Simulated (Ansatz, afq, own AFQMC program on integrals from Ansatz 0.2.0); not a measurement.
AlSiH, triplet: energetics from AFQMC and coupled cluster

```tsv
atom	x (Å)	y (Å)	z (Å)
Si	0.0000	-0.0360	1.1654
Al	0.0000	-0.0118	-1.2249
H	0.0000	1.3177	0.3154
```

Geometry: a PBE0/def2-TZVP stationary point, not shown to be a minimum. Basis cc-pVDZ. Only valence electrons are correlated. AFQMC by an in-house program on the Cholesky factors that Ansatz 0.2.0 writes for its CCSD(T) run. ph-AFQMC/CISD is guided by a CISD state made of CCSD amplitudes; releasing the constraint for a short imaginary time cuts its bias at the price of noise, slowly where states lie close. Uncertainties: one standard error, sampling alone.

Best estimates are CCSD(T) at the basis-set limit (def2-TZVPP/QZVPP) plus the step from CCSD(T) to the highest rung at hand in cc-pVDZ, named in the table (released AFQMC can keep some 10 meV of bias). No zero-point, core-correlation or spin–orbit terms. Other levels are in cc-pVDZ, the functionals in def2-TZVP; a dash marks a level that is missing or breaks spin symmetry for a member.

Cautions: AlSiH (triplet): unrestricted determinant slightly spin contaminated (⟨S²⟩ 2.08 against 2.00), the released energies are still falling, so no released level is given (meV from the phaseless value at times in 1/Eh: -3 ± 3 at 0.24, -7.1 ± 2.5 at 0.51, -12 ± 3 at 0.99, -13.9 ± 2.2 at 1.62, -17.3 ± 2.0 at 2.40), its ph-AFQMC/CISD value lies 23 ± 4 meV above CCSDTQ; AlSiH (quintet): another spin lies lower; AlSiH⁺ (quartet): another spin lies lower, raised T1 diagnostic (T1 0.043, weight of the determinant 0.88, largest double 0.06), the released energies are still falling, so no released level is given (meV from the phaseless value at times in 1/Eh: -0.5 ± 2.5 at 0.24, -6.6 ± 1.6 at 0.51, -9.5 ± 1.6 at 0.99, -13.2 ± 2.0 at 1.62, -19 ± 3 at 2.40), its ph-AFQMC/CISD value lies 28.2 ± 2.1 meV above full CI; row 1: core correlation is missing, and it shifts such a gap most where an s electron is promoted; row 2: this isn't the first ionization; row 2: core correlation is missing, and it shifts such a gap most where an s electron is promoted.

| process | PBE (kcal/mol) |
| --- | --- |
| to charge +0, quintet (vertical) | 89.4 |
| to charge +1, quartet (vertical) | 220.7 |
| to free atoms | 134.0 |

Problem. From these values, estimate the best estimates.

Solution. 
```tsv
process	best estimate (kcal/mol)	highest rung
to charge +0, quintet (vertical)	89.6	CCSDTQ
to charge +1, quartet (vertical)	221.8	CCSDTQ
to free atoms	130.4	CCSDTQ
```

Errors against the best estimates in kcal/mol, in the same order:

```
        level    error, 1    error, 2      error, 3
          MP2        -7.6        -9.4         -19.4
      CCSD(T)        -1.3        -3.9         -16.6
ph-AFQMC/CISD  -1.1 ± 0.1  -3.7 ± 0.1  -16.2 ± 0.09
  CCSD(T)/CBS        -0.4        -0.1          -0.8
          PBE        -0.2        -1.0           3.6
       r2SCAN        -6.6        -5.2           4.6
         PBE0        -1.5        -1.1           0.5
        B3LYP         5.5         2.1          -2.9
      wB97M-V        10.2         2.7          -0.3
       B2PLYP         3.8        -0.6          -5.0
```

Cost at the first geometry (cards were shared with other jobs): PBE0/cc-pVDZ, 1.1 s on 1 thread of AMD EPYC 7R13 Processor (Zen 3), on a shared host; UCCSD(T)/cc-pVDZ, 6.5 s on 1 × NVIDIA H100 80GB HBM3 with 1 thread of AMD EPYC 7R13 Processor (Zen 3) (shared host); CCSD(T)/def2-QZVPP, 11 s on 1 × NVIDIA H100 80GB HBM3 with 1 thread of AMD EPYC 7R13 Processor (Zen 3) (shared host); CCSDT(Q), 11 s on 1 × NVIDIA H100 80GB HBM3 with 1 thread of AMD EPYC 7R13 Processor (Zen 3), with other jobs on the host; ph-AFQMC/CISD with release, 42 s on 1 × NVIDIA H100 80GB HBM3 with 2 threads of AMD EPYC 7R13 Processor (Zen 3), with other jobs on the host.

Best estimates are given only where the step beyond CCSD(T) is under 0.3 eV and no member's determinant is very poor (T1 over 0.05, or 0.07 for open shells, ⟨S²⟩ too high by 0.3, two states mixed), so the hardest cases are missing from such tables.

The functionals ran in a triple-zeta set and keep a basis error of their own, a few kJ/mol for each bond in atomization energies and more for double hybrids, so close places among them and the extrapolated levels can swap.

CCSDT and higher add their correlation energy to the determinant of the CCSD(T) run, since their own runs factorise the integrals more tightly (a shift of under 2 meV). Each member of a difference takes its own highest rung, so a best estimate needn't equal the limit plus the step of one row. A walk keeps the symmetry of its determinant, which the program's search chose and which needn't be the lowest solution, so a lower state of the same spin and another symmetry isn't excluded.
